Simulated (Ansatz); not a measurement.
System: HgS (P3₂21, No. 154). Method: PBEsol+SOC (Ansatz, a first-principles code, plane waves, PAW).

Numerical settings: plane-wave cutoff 520 eV, 12×12×4 k mesh (along the axes of the cell as run), Fermi–Dirac smearing 0.01 eV, PAW data made under PBE.

Cell (relaxed at this level):

```xyz
6
Lattice="2.0699 -3.5852 0.0000 2.0699 3.5852 0.0000 0.0000 0.0000 9.3780" Properties=species:S:1:pos:R:3 pbc="T T T"
Hg     1.4744    -2.5537     6.2520
Hg     1.4744     2.5537     3.1260
Hg     1.1911     0.0000     0.0000
S      1.0282    -1.7809     1.5630
S      1.0282     1.7809     7.8150
S      2.0833     0.0000     4.6890
```

Task: Estimate the bulk modulus B0, band gap, smallest direct gap on the k points sampled and pressure derivative B′ of the bulk modulus that the calculation returns.

Result: 
- bulk modulus B0: 20.0 GPa
- band gap: 1.26 eV (indirect)
- smallest direct gap on the k points sampled: 1.32 eV
- pressure derivative B′ of the bulk modulus: 10.6

Note: the bulk modulus comes from volumes at which shape and atoms were relaxed.

Static lattice: no zero-point or thermal effects.

It cost about 2.8 core-hours (a rough figure) of CPU time.
